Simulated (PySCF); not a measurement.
## Reproducing measurements on CH3NO

**Measured values to compare with.**

From NIST CCCBDB Release 22 (SRD 101), experimental dipoles, for the gas: dipole moment (microwave Stark effect) 3.73 D.

How close the calculation comes is told at the end.

Species: CH3NO.
SMILES with atom numbers: `[NH2:1][CH:2]=[O:3]` (hydrogens: H4, H5 on N1; H6 on C2)

Structure used (PBE0-D3(BJ)/def2-SVP), in Å, numbered top down from 1:
```xyz
6
CH3NO angstrom
N     -0.674   -0.064    0.119
C      0.650    0.044   -0.140
O      1.380   -0.873   -0.429
H     -1.109   -0.978    0.086
H     -1.230    0.739    0.378
H      1.008    1.101   -0.059
```

The PySCF runs (gas phase, on this PBE0-D3(BJ)/def2-SVP geometry; no spin–orbit coupling):

| level | job | basis functions | wall time |
| --- | --- | --- | --- |
| PBE0-D3(BJ)/def2-SVP, grid level 1 | geometry optimisation from a GFN2-xTB start shaken at random | 57 | 14 s |

Hardware: one thread, Arm Neoverse N1 (aarch64) (shared host).

Results beside the measurements:

**Dipole moment.** Measured: 3.73 D (NIST CCCBDB Release 22 (SRD 101), experimental dipoles).

```json
{"level": "PBE0-D3(BJ)/def2-SVP", "computed (D)": "3.88", "computed − measured (D)": "+0.15", "% (from the printed values)": "+4"}
```

The computed dipoles belong to one fixed geometry; measured ones are averaged over vibrations unless marked μe. Magnitudes are compared, not signs.

No measured geometry was used, and the causes of the misses weren't examined.
